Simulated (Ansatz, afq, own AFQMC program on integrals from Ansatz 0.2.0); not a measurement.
## GeH₂O, singlet: AFQMC among the cluster methods

| atom | x (Å) | y (Å) | z (Å) |
| --- | --- | --- | --- |
| Ge | 0.0000 | 0.0000 | 0.2692 |
| O | 0.0000 | 0.0000 | -1.3631 |
| H | 0.0000 | 1.2866 | 1.1183 |
| H | 0.0000 | -1.2866 | 1.1183 |

Connectivity, by distances: GeH2–O.

Basis cc-pVDZ. Only valence electrons are correlated. Ansatz 0.2.0 and our own AFQMC program on the same integrals; the CISD trial comes from CCSD amplitudes, and released means the phaseless constraint is let go. Free AFQMC starts from the CCSD state and is never constrained. Its projection time is finite, and what remains of the start isn't in its error. ± is one standard error of the sampling. No spin–orbit coupling.

Determinant: UHF, the one that the program's search chose, which needn't be the lowest solution. The geometry is a point of a scan.

No full CI on the walks' own integrals is used here; CCSDT(Q) serves as the reference and is uncertain by about the last step of the cluster series.

Cautions: no relativity below Rb; no spin-orbit coupling; inner d shell frozen; higher spins were not checked; an unrestricted solution with more broken spin lies lower (8 meV, ⟨S²⟩ 0.22), while this determinant keeps restricted orbitals; raised T1 diagnostic (T1 0.031, weight of the determinant 0.87, largest double 0.11).

```
T1 diagnostic                               : 0.0306
weight of the determinant in the CISD state : 0.866
⟨S²⟩ of the determinant                     : 0.000
size of the correlated space                : 12 electrons in 36 orbitals
```

| level | correlation energy (eV) |
| --- | --- |
| MP2 | -8.0973 |
| CCSD | -8.3816 |
| CCSD(T) | -8.6970 |

Estimate where phaseless AFQMC with a CISD trial lies against CCSD(T) on the same integrals.

0.88 ± 0.98 mEh below CCSD(T). The gap is under twice the noise, so this walk alone can't tell the two apart.

Reference: CCSDT(Q), correlation energy -8.764 eV. The released energy is read at 2.40 1/Eh (meV from the phaseless value at times in 1/Eh: 11 ± 22 at 0.24, -36 ± 24 at 0.51, -37 ± 20 at 0.99, -32 ± 26 at 1.62, -47 ± 36 at 2.40).

```json
{"level": "CCSD(T)", "E − E(reference) (mEh)": "2.46", "share of correlation (%)": "99.24"}
{"level": "CCSDT", "E − E(reference) (mEh)": "1.70", "share of correlation (%)": "99.47"}
{"level": "ph-AFQMC/CISD", "E − E(reference) (mEh)": "1.58 ± 0.98", "share of correlation (%)": "99.51"}
{"level": "released AFQMC", "E − E(reference) (mEh)": "-0.15 ± 1.31", "share of correlation (%)": "100.05"}
{"level": "free AFQMC", "E − E(reference) (mEh)": "0.34 ± 1.20", "share of correlation (%)": "99.89"}
```

Free projections are given only where their last times agree within the noise and don't stop above the reference; a slow remainder of the start can still hide under it. A walk keeps the symmetry of its determinant, which the program's search chose and which needn't be the lowest solution, so a lower state of the same spin and another symmetry isn't excluded. Released energies are given only where the last usable release times agree within the noise; a slower fall can still hide under it.
